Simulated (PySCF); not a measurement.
Si(H)3(Me) cation (CH₆Si), SMILES C[SiH3] (connectivity only; charge and spin as stated), charge +1, multiplicity 2. The structure is a stationary point at PBE-D3(BJ)/def2-TZVP. The multiplicity is an assumed one; other spin states were not compared. The isomer is the one that the SMILES or the coordinates give; other isomers of the formula were not compared.

These are PBE-D3(BJ)/def2-TZVP (PySCF) values and carry that method's errors.

Harmonic wavenumbers (cm⁻¹): 158, 180, 180, 314, 410, 410, 792, 894, 894, 1076, 1345, 1345, 2182, 2240, 2240, 2976, 3145, 3145. Rotational constants (GHz): 49.93, 8.714, 8.714; symmetry number 3.

Question: Work out the zero-point energy and the ideal-gas rigid-rotor harmonic-oscillator thermochemistry at 298.15 K and 1 atm.

Answer: ZPE = ½ Σ hcν = ½ × 23925 cm⁻¹ = 34.20 kcal/mol. H − E(el) = 38.49 kcal/mol. Entropy in cal/(mol K): translation 37.41, rotation 19.78, vibration 11.05, spin 1.38, total 69.62. G − E(el) = 17.73 kcal/mol. Cp = 20.37 cal/(mol K).
